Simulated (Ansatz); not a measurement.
Total energies of the cluster MgCl₂⁻ from Ansatz at PBE0-D4/def2-TZVPD, gas phase (1 Eh = 27.2114 eV = 2625.5 kJ/mol). The reference geometry is relaxed at PBE0-D4/def2-TZVPD.

Cartesian coordinates in Å:
```
Mg 0.506 -0.557 -0.218
Cl 0.253 -0.006 2.011
Cl -0.759 0.563 -1.793
```

```tsv
state	geometry	energy (Eh)
charge -1 doublet	reference	-1120.29497
charge 0 singlet	reference	-1120.22530
charge -1 quartet	relaxed at PBE0-D4/def2-TZVPD	-1120.11882
```

Question: Work out the vertical ionisation energy to the singlet.

Answer: E(charge 0 singlet) − E(charge -1 doublet) = -1120.22530 − (-1120.29497) = 0.06967 Eh = 1.90 eV. For comparison, −ε of the highest occupied level of the spin that leaves is 0.15 eV at this level, 1.75 eV less.

Question: Which of the charge -1 states is lowest, and how far above it are the others?

Answer: The doublet. quartet: -1120.11882 − (-1120.29497) = 0.17615 Eh = 462.5 kJ/mol.

At PBE0-D4/def2-TZVPD the highest occupied level of the charge -1 quartet lies above zero (up to 1.26 eV). It is a level of α spin, whose loss leaves a triplet; that state wasn't run at this geometry and level. The electron is either unbound and held by the finite basis, or the level is raised by self-interaction error. 

The structure comes from a short search, and lower isomers may exist.
